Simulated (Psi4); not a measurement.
**A workflow on CH4Si (SMILES C[SiH])**

Wanted: a geometry optimisation (PBE-D3(BJ)/6-31G*), then vibrational wavenumbers, then a single-point energy (CCSD(T)/def2-TZVP) of CH4Si. 

The calculation is run with Psi4 1.11.

## (1) The system as given

CH4Si has 6 atoms, charge 0, and is taken as a singlet. SMILES: `C[SiH]`. All atoms were displaced at random from a relaxed shape. The run starts from this shape.

Bond lengths: C1–Si2 1.914 Å, C1–H3 1.111 Å, C1–H4 1.002 Å, C1–H5 1.137 Å, Si2–H6 1.425 Å. Angles: C1–Si2–H6 95.3°, Si2–C1–H3 108.9°, Si2–C1–H4 109.4°, Si2–C1–H5 109.8°, H3–C1–H4 112.2°, H3–C1–H5 102.9°, H4–C1–H5 113.5°.

## (2) A geometry optimisation at PBE-D3(BJ)/6-31G(d) (density fitting, Cartesian functions) (run 1)

The input, input.inp:

```
memory 1.6 GB

molecule {
  0 1
  C     -0.099634    -0.384234    -0.371936
  Si     0.904758     0.165503     1.162429
  H     -1.182483    -0.331384    -0.131299
  H      0.183579    -1.307260    -0.641591
  H      0.014376     0.384504    -1.201449
  H      0.249415     1.422610     1.304497
}

set geom_maxiter 60

opt("pbe-d3bj2b/6-31G*")
```

The run is started by

```sh
$ psi4 -i input.inp -o input.out -n 1
```

input.out:

```text
[...]
  Running in c1 symmetry.
[...]
  Nuclear repulsion =   48.878434247317983
[...]
  Multiplicity = 1
[...]
  Nalpha       = 12
  Nbeta        = 12
[...]
    Number of basis functions: 42
[...]
   @DF-RKS iter   1:  -329.40437805336575   -1.44807e-01   1.75320e-02 DIIS/ADIIS
[...]
   @DF-RKS iter   7:  -329.70607607547748   -3.97904e-13   8.70871e-09 DIIS
[...]
    Orbital Energies [Eh]
    ---------------------
    Doubly Occupied:
       1A    -65.433718     2A     -9.890113     3A     -5.063170
       4A     -3.482079     5A     -3.472117     6A     -3.468680
       7A     -0.628379     8A     -0.423812     9A     -0.359768
      10A     -0.358244    11A     -0.268973    12A     -0.190300
[...]
  @DF-RKS Final Energy:  -329.70607607547748
   => Energetics <=
    Nuclear Repulsion Energy =             47.9819201100382386
    One-Electron Energy =                -549.7468911177027167
    Two-Electron Energy =                 199.5718614814604166
    DFT Exchange-Correlation Energy =     -27.5097451360087781
    Empirical Dispersion Energy =          -0.0032214132646236
    VV10 Nonlocal Energy =                  0.0000000000000000
    Total Energy =                       -329.7060760754774833
[...]
 Multipole Moments:
 ------------------------------------------------------------------------------------
     Multipole            Electronic (a.u.)      Nuclear  (a.u.)        Total (a.u.)
 ------------------------------------------------------------------------------------
 L = 1.  Multiply by 2.5417464519 to convert [e a0] to [Debye]
 Dipole X            :          2.3995470           -2.7520555           -0.3525085
 Dipole Y            :         -0.1999543            0.1932888           -0.0066655
 Dipole Z            :          2.6443232           -3.0574807           -0.4131574
 Magnitude           :                                                    0.5431443
[...]
  -Total Gradient:
     Atom            X                  Y                   Z
    ------   -----------------  -----------------  -----------------
       1       -0.000042085590    -0.000031957015    -0.000063636445
       2        0.000019321408     0.000003407957     0.000028618957
       3        0.000010631430    -0.000003756320     0.000024256452
       4        0.000000131708     0.000043158934     0.000025822969
       5        0.000021583206     0.000005006670     0.000009400662
       6       -0.000000926335    -0.000011929129    -0.000011877485
[...]
```

The script printed:

```text
Optimizer: Optimization complete!
```

It took 14 s on 1 thread of Intel Xeon 6975P-C (Granite Rapids), shared host; peak memory 0.4 GiB.

Step by step:

```tsv
step	energy from the first frame kept (eV)	largest force (eV/Å)
0	0.0000	4.8286
1	-0.3466	0.6620
2	-0.3585	0.1534
3	-0.3591	0.0573
4	-0.3592	0.0259
5	-0.3593	0.0042
```

After the run. Bond lengths: C1–Si2 1.919 Å, C1–H3 1.108 Å, C1–H4 1.101 Å, C1–H5 1.108 Å, Si2–H6 1.552 Å. Angles: C1–Si2–H6 93.4°, Si2–C1–H3 110.0°, Si2–C1–H4 113.8°, Si2–C1–H5 110.0°, H3–C1–H4 108.7°, H3–C1–H5 105.2°, H4–C1–H5 108.8°.

## (3) The harmonic vibrations at PBE-D3(BJ)/6-31G(d) (density fitting, Cartesian functions) (run 2)

The input, input.inp:

```
memory 1600 mb

molecule geom {
  0 1
  C     -0.111720    -0.359930    -0.372522
  Si     0.912993     0.153225     1.166836
  H     -1.193622    -0.336217    -0.132441
  H      0.142505    -1.357935    -0.762270
  H      0.022559     0.384086    -1.183109
  H      0.208739     1.529985     1.292622
  units angstrom
  symmetry c1
}

set globals {
  basis 6-31G*
  t 298.15
  rotational_symmetry_number 1
}

energy_value, wavefunction = freq('pbe-d3bj', return_wfn=True)
```

The run is started by

```sh
$ psi4 -i input.inp -o input.out -n 1
```

input.out:

```text
[...]
  Running in c1 symmetry.
[...]
  Nuclear repulsion =   47.981921818234930
[...]
  Multiplicity = 1
[...]
  Nalpha       = 12
  Nbeta        = 12
[...]
    Number of basis functions: 42
[...]
   @DF-RKS iter   1:  -329.43083804632897   -2.11581e-01   1.71434e-02 DIIS/ADIIS
[...]
   @DF-RKS iter  12:  -329.70607474500747   -5.11591e-13   2.35921e-09 DIIS
[...]
  @DF-RKS Final Energy:  -329.70607474500747
   => Energetics <=
    Nuclear Repulsion Energy =             47.9891443438329617
    One-Electron Energy =                -549.7610324042408365
    Two-Electron Energy =                 199.5792902709413568
    DFT Exchange-Correlation Energy =     -27.5102551357082348
    Empirical Dispersion Energy =          -0.0032218198327043
    VV10 Nonlocal Energy =                  0.0000000000000000
    Total Energy =                       -329.7060747450074700
[...]
  -Total Gradient:
     Atom            X                  Y                   Z
    ------   -----------------  -----------------  -----------------
       1        0.000034560901     0.000503155688    -0.000676244618
       2        0.000047185842     0.000018017235     0.000029625440
       3        0.000008281213     0.000009892990     0.000001785675
       4        0.000008880781     0.000019493705     0.000064490894
       5       -0.000080168345    -0.000484604469     0.000654202055
       6       -0.000010053868    -0.000061835231    -0.000061078732
[...]
  ==> Harmonic Vibrational Analysis <==
[...]
  Freq [cm^-1]                 144.0874            555.0950            614.0770
[...]
  IR activ [km/mol]             0.3932              1.2623              2.5115
[...]
  Freq [cm^-1]                 648.7052            927.9632           1242.5436
[...]
  IR activ [km/mol]            51.7662             78.2989             26.1749
[...]
  Freq [cm^-1]                1420.4705           1431.3566           1946.2477
[...]
  IR activ [km/mol]             8.2225             12.9947             331.9462
[...]
  Freq [cm^-1]                2954.3858           3017.6957           3083.3999
[...]
  IR activ [km/mol]             0.7701              9.4752             11.9437
[...]
  Total E_0, Enthalpy at 0 [K]                                                         -329.66510089 [Eh]
[...]
  Total H, Enthalpy at  298.15 [K]                                                     -329.66011981 [Eh]
[...]
  Total G, Gibbs energy at  298.15 [K]                                                 -329.68972614 [Eh]
[...]
```

The script printed:

```text
Warning: used thermodynamics relations inappropriate for low-frequency modes: ['144.0874' '555.0950' '614.0770']
```

Run time: 77 s. Hardware: 1 thread of Intel Xeon 6975P-C (Granite Rapids), shared host; peak memory 0.38 GiB.

## (4) A single-point energy at CCSD(T)/def2-TZVP (run 3)

The input, job.dat:

```
memory 1.6 GB

molecule geom {
  0 1
  C     -0.111720    -0.359930    -0.372522
  Si     0.912993     0.153225     1.166836
  H     -1.193622    -0.336217    -0.132441
  H      0.142505    -1.357935    -0.762270
  H      0.022559     0.384086    -1.183109
  H      0.208739     1.529985     1.292622
  symmetry c1
}

set globals {
  basis           def2-TZVP
  scf_type        pk
  num_frozen_docc 6
}

E, wfn = energy("ccsd(t)", return_wfn=True)
```

The run is started by

```sh
$ psi4 -n 1 job.dat job.out
```

job.out:

```text
[...]
  Running in c1 symmetry.
[...]
  Nuclear repulsion =   47.981921818234916
[...]
  Multiplicity = 1
[...]
  Nalpha       = 12
  Nbeta        = 12
[...]
    Number of basis functions: 92
[...]
   @RHF iter   1:  -329.00756889643787   -6.84043e-01   4.06975e-03 DIIS/ADIIS
[...]
   @RHF iter  10:  -329.08637425034033   -2.18279e-11   8.33939e-09 DIIS
[...]
    Orbital Energies [Eh]
    ---------------------
    Doubly Occupied:
       1A    -68.788007     2A    -11.212448     3A     -6.134547
       4A     -4.237652     5A     -4.236259     6A     -4.235602
       7A     -0.939631     8A     -0.632440     9A     -0.556901
      10A     -0.547534    11A     -0.435810    12A     -0.321031
[...]
  @RHF Final Energy:  -329.08637425034033
   => Energetics <=
    Nuclear Repulsion Energy =             47.9819218182349161
    One-Electron Energy =                -549.5808652163044599
    Two-Electron Energy =                 172.5125691477292378
    Total Energy =                       -329.0863742503403273
[...]
 Multipole Moments:
 ------------------------------------------------------------------------------------
     Multipole            Electronic (a.u.)      Nuclear  (a.u.)        Total (a.u.)
 ------------------------------------------------------------------------------------
 L = 1.  Multiply by 2.5417464519 to convert [e a0] to [Debye]
 Dipole X            :          2.5140247           -2.7520549           -0.2380302
 Dipole Y            :         -0.2344419            0.1932889           -0.0411530
 Dipole Z            :          2.7532604           -3.0574817           -0.3042213
 Magnitude           :                                                    0.3884618
[...]
      * MP2 total energy                      = -329.359888084819886
[...]
      * CCSD total energy                     = -329.397910882885526
[...]
      * CCSD(T) total energy                  = -329.409063427956482
[...]
```

It took 12 s on 1 thread of Intel Xeon 6975P-C (Granite Rapids), shared host; peak memory 0.85 GiB.

## (5) Summary of results

| quantity | value |
| --- | --- |
| run 1, PBE-D3(BJ)/6-31G*: total energy at the end | -329.70608 Eh |
| run 1, PBE-D3(BJ)/6-31G*: dipole moment | 1.38 D |
| run 1, PBE-D3(BJ)/6-31G*: HOMO energy | -5.18 eV |
| run 1, PBE-D3(BJ)/6-31G*: LUMO energy | -3.36 eV |
| run 1, PBE-D3(BJ)/6-31G*: HOMO–LUMO gap | 1.81 eV |
| run 1, PBE-D3(BJ)/6-31G*: dispersion energy | -8.46 kJ/mol |
| run 2, PBE-D3(BJ)/6-31G*: lowest harmonic wavenumber | 144 cm⁻¹ |
| run 2, PBE-D3(BJ)/6-31G*: highest harmonic wavenumber | 3083 cm⁻¹ |
| run 2, PBE-D3(BJ)/6-31G*: zero-point energy | 107.6 kJ/mol |
| run 2, PBE-D3(BJ)/6-31G*: ideal-gas entropy at 298.15 K (symmetry number 1 as used) | 62.3 cal/(mol K) |
| run 3, CCSD(T)/def2-TZVP: total energy | -329.40906 Eh |
| run 3, CCSD(T)/def2-TZVP: HOMO energy (Hartree–Fock orbitals) | -8.74 eV |
| run 3, CCSD(T)/def2-TZVP: LUMO energy (Hartree–Fock orbitals) | 0.63 eV |
| run 3, CCSD(T)/def2-TZVP: HOMO–LUMO gap (Hartree–Fock orbitals) | 9.37 eV |
| run 3, CCSD(T)/def2-TZVP: correlation energy (6 core orbitals frozen) | -322.7 mEh |
| run 3, CCSD(T)/def2-TZVP: (T) correction | -11.15 mEh |
| run 3, CCSD(T)/def2-TZVP: T1 diagnostic | 0.013 |

**Reading.** The optimisation (run 1, PBE-D3(BJ)/6-31G*) took 6 steps and changed the energy by -0.359 eV. All 12 modes (run 2, PBE-D3(BJ)/6-31G*) are real, so the shape is a minimum at this level. The triples (run 3, CCSD(T)/def2-TZVP) make up 3.5 % of the correlation energy.
